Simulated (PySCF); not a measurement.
pyrazine (C4H4N2), SMILES c1cnccn1. Heavy atoms are numbered as in [cH:1]1[cH:2][n:3][cH:4][cH:5][n:6]1. Hydrogens are named by the atom that carries them.

Coordinates come from a PBE0-D3(BJ)/def2-SVP optimisation.

Level of theory: PBE/pcSseg-1 (PySCF).

GIAO shieldings, no solvent; atoms alike by connectivity are averaged. δ = σ(ref) − σ: ¹³C against TMS (σ = 182.0 ppm); ¹⁵N against NH3 (σ = 267.0 ppm); ¹H against TMS (σ = 31.49 ppm), references at their B3LYP-D3(BJ)/def2-TZVP geometries, non-relativistic.

```
nucleus    atoms  count  δ (ppm)
-------  -------  -----  -------
¹³C      C1 (CH)      4    150.9
¹⁵N           N3      2    375.4
¹H       H on C1      4     8.82
```
